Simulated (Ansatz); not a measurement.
in.yaml

```yaml
crystal:
  periodic: [false, false, false]
  atoms:
    - {symbol: S, position_ang: [0.000000, 0.000000, 0.000000]}
    - {symbol: Na, position_ang: [0.000000, 0.000000, 2.553000]}
basis:
  gaussian: {orbitals: cc-pVDZ}
total_charge: 1
magnetization: {spin_polarized: false, initial_magnetization: 2}
correlation: {method: fci, electrons: outside_noble_gas}
```

```sh
$ ansatz run in.yaml --threads 1 --pin off --events-out ev --progress --plain --max-ram 2393MiB
```

Task: Roughly how long does this take on 1 thread of Arm Neoverse V1, shared host, and how much host memory?

Result: 15 s wall and 0.22 GiB.

```
656 factors; integrals over basis functions are off by at most 1.3e-7 eV
mean field evaluation 1: about -15215.5695 eV, gradient 9.7e0 eV
mean field evaluation 2: about -15215.5855 eV, gradient 9.6e0 eV
mean field evaluation 4: about -15215.9062 eV, gradient 4.6e-1 eV
mean field evaluation 8: about -15215.9065 eV, gradient 1.3e-3 eV
mean field evaluation 16: about -15215.3900 eV, gradient 9.0e-5 eV
mean field evaluation 32: about -15215.9056 eV, gradient 2.2e-1 eV
mean field -15215.90650933 eV, -559.1742505060 hartree, gradient 3.0e-6 eV, S^2 2.000000; 7 other end points of the search recorded, 0 dependent functions left out
mean field evaluation 64: about -15216.0256 eV, gradient 2.8e-3 eV
determinant -15215.90650933 eV, -559.1742505060 hartree, with singles and doubles -15218.84168808 eV, -559.2821163355 hartree
determinant -15215.39004626 eV, -559.1552708381 hartree, with singles and doubles -15218.33472368 eV, -559.2634857376 hartree
determinant -15215.90650933 eV, -559.1742505060 hartree, with singles and doubles -15218.84736064 eV, -559.2823247981 hartree
determinant -15215.39004626 eV, -559.1552708381 hartree, with singles and doubles -15218.33897969 eV, -559.2636421428 hartree
10 core orbitals not correlated: weight in the atoms' cores, before any rotation towards them, 1.000 or more for the frozen orbitals, at most 0.000 for the correlated occupied ones
reference -15215.90650933 eV, -559.1742505060 hartree; 4, 2 occupied and 22, 24 virtual orbitals, 656 factors
state -15218.90001255 eV, -559.2842597203 hartree
Total energy: -15218.90001255 eV, -559.2842597203 hartree
```

Natural occupations: 1.9617 1.9553 0.9935 0.9935 0.0155 0.0143 0.0143 0.0125 0.0111 0.0111 0.0059 0.0050 0.0050 0.0005 0.0002 0.0002 0.0001 0.0000 0.0000 0.0000 0.0000 0.0000 0.0000 0.0000.
